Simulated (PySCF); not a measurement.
SMILES CC(C)=O (C3H6O), B3LYP/def2-SVP optimised geometry.

```
10

C      0.06     0.32     0.00
C     -0.46    -0.40    -1.23
C     -0.06     0.19    -2.58
O     -1.17    -1.38    -1.15
H     -0.26     1.38     0.00
H      1.17     0.32     0.00
H     -0.30    -0.18     0.91
H     -0.50    -0.41    -3.39
H     -0.41     1.23    -2.66
H      1.04     0.20    -2.68
```

Density from B3LYP/def2-TZVP in PySCF at that geometry.

Minimum of the electron density along straight lines between bonded atoms, close to the bond critical point (lines longer than 1.1 times the sum of covalent radii, or with two minima, are not listed):

```json
[
 {"bond": "C1–C2", "length / Å": "1.520", "ρ at the minimum / e bohr⁻³": "0.257", "∇²ρ there / e bohr⁻⁵": "-0.67", "position (fraction from the first atom)": "0.49"},
 {"bond": "C2–C3", "length / Å": "1.520", "ρ at the minimum / e bohr⁻³": "0.257", "∇²ρ there / e bohr⁻⁵": "-0.67", "position (fraction from the first atom)": "0.51"},
 {"bond": "C2–O4", "length / Å": "1.210", "ρ at the minimum / e bohr⁻³": "0.423", "∇²ρ there / e bohr⁻⁵": "-0.18", "position (fraction from the first atom)": "0.34"},
 {"bond": "C1–H5", "length / Å": "1.103", "ρ at the minimum / e bohr⁻³": "0.270", "∇²ρ there / e bohr⁻⁵": "-0.90", "position (fraction from the first atom)": "0.64"},
 {"bond": "C1–H6", "length / Å": "1.103", "ρ at the minimum / e bohr⁻³": "0.269", "∇²ρ there / e bohr⁻⁵": "-0.90", "position (fraction from the first atom)": "0.64"},
 {"bond": "C1–H7", "length / Å": "1.098", "ρ at the minimum / e bohr⁻³": "0.276", "∇²ρ there / e bohr⁻⁵": "-0.95", "position (fraction from the first atom)": "0.65"},
 {"bond": "C3–H8", "length / Å": "1.098", "ρ at the minimum / e bohr⁻³": "0.276", "∇²ρ there / e bohr⁻⁵": "-0.95", "position (fraction from the first atom)": "0.65"},
 {"bond": "C3–H9", "length / Å": "1.103", "ρ at the minimum / e bohr⁻³": "0.269", "∇²ρ there / e bohr⁻⁵": "-0.90", "position (fraction from the first atom)": "0.64"},
 {"bond": "C3–H10", "length / Å": "1.103", "ρ at the minimum / e bohr⁻³": "0.269", "∇²ρ there / e bohr⁻⁵": "-0.90", "position (fraction from the first atom)": "0.64"}
]
```
